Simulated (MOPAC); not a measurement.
MOPAC input (PM3):

```
PM3 PRECISE GNORM=0.05 LET XYZ UHF MS=0.5 GEO-OK AUX(PRECISION=9) THREADS=1
BCl2

B    -0.00527615 1    0.68628422 1   -0.03815181 1
Cl    1.53762474 1   -0.08886242 1    0.01004358 1
Cl   -1.53607293 1   -0.11298588 1    0.00117754 1
```

Question: What heat of formation does the run end on?

Answer: -21.26 kcal/mol.
